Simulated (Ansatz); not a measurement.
# BaCoSO (Cmcm)

Method: Ansatz, DFT PBEsol, scalar-relativistic, plane waves, PAW.

Settings: cutoff 420 eV, Γ-centred mesh 10×10×6 on the computed 8-atom cell, Gaussian smearing of 0.10 eV; collinear spin from starting moments 0 0 -2.2 -2.2 -0.16 -0.16 -0.31 -0.31 μB.

The structure is relaxed at this level of theory with its symmetry kept. Whether it is the stable form of this composition wasn't checked.

It takes space group Cmcm (No. 63, orthorhombic). The conventional cell has a = 3.871 Å, b = 12.454 Å, c = 5.980 Å, α = 90.00°, β = 90.00°, γ = 90.00°. Ba (site symmetry m2m) has 4 O at 2.84 Å and 4 S at 3.11 to 3.15 Å and 2 Co at 3.24 Å as nearest neighbours. Co (site symmetry m2m) has 2 O at 1.89 Å as nearest neighbours. S (site symmetry m2m) has 2 Co at 2.25 Å as nearest neighbours. Around O (site symmetry 2/m) lie 2 Co at 1.89 Å.

| Property | Result |
| --- | --- |
| Volume per atom | 18.02 Å³ |
| Formation energy from the elements' standard states (uncorrected) | -1.503 eV/atom |
| Kohn–Sham band gap | none (metal) |
| Density of states at the Fermi level | 5.44 states/eV per cell |
| Löwdin character within 0.5 eV of the Fermi level | Co 3d 68 %, S 3p 13 %, O 2p 11 %, unprojected 6 % |
| Bader charges (e) | Ba (2 in the cell) 1.41, Co (2 in the cell) 0.84, S (2 in the cell) -1.05, O (2 in the cell) -1.19 |
| Total moment | -5.57 μB per cell |
| Site moments (μB; atoms counted from 1 over the whole cell) | Co (atom 3) -2.00, Co (atom 4) -2.00, S (atom 5) -0.15, S (atom 6) -0.15, O (atom 7) -0.28, O (atom 8) -0.28 |

Spin-orbit coupling is left out, which matters for the bands of heavy elements. The run saw a state lower than the one given here. Moments started parallel, and an antiferromagnetic order may lie lower.

Only this magnetic start was tried.

Cost: 1 run of about 11 core-minutes, on Intel Xeon Platinum 8259CL (Skylake/Cascade Lake) (shared hosts).